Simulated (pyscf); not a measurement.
This saddle point was located with ωB97X-D3(BJ)/def2-SVP in PySCF.

```xyz
11

Si    -1.9726    -0.8551     0.6764
H     -1.5985     0.8340     0.1238
H     -0.5640    -0.4684     1.3546
H     -1.4827    -1.4652    -0.6179
H     -2.8769    -1.9699     1.1889
C     -0.3838     1.3478    -0.1127
C      0.4980     0.5156     0.6177
H     -0.3441     1.2951    -1.2069
H     -0.5661     2.3562     0.2786
H      1.1060    -0.2344     0.1031
H      0.8769     0.8377     1.5926
```

Surface: singlet, charge 0. Lowest wavenumbers (cm⁻¹): 1494i, 221, 323, 367, 464.

Q: Which two sides does it connect, and which bonds change?

A: SiH₄ + H₂C=CH₂ ⇌ SiH₂ [singlet] + H₃C–CH₃, a concerted two-bond exchange read from left to right: H–Si, H–Si broken and C–H, C–H formed. At CCSD(T)/def2-TZVPP + ΔMP2(QZVPP) it lies +58.4 kcal/mol from the left side and +37.0 kcal/mol from the right (each side as separated species at their lowest minima found). On the product side the descent ends in a complex, 5.6 kcal/mol under the separated species and 43.2 kcal/mol under the saddle at ωB97X-D3(BJ)/def2-TZVP. The same reactants have a lower exit, to H₃C–CH₂–SiH₃ (barrier +49.4 kcal/mol at ωB97M-D3(BJ)/def2-TZVP, against +58.6 kcal/mol here). This is the saddle that the search found; another between the same sides may lie lower. The CCSD(T) − MP2 part came from Ansatz, without density fitting, on the same reference.
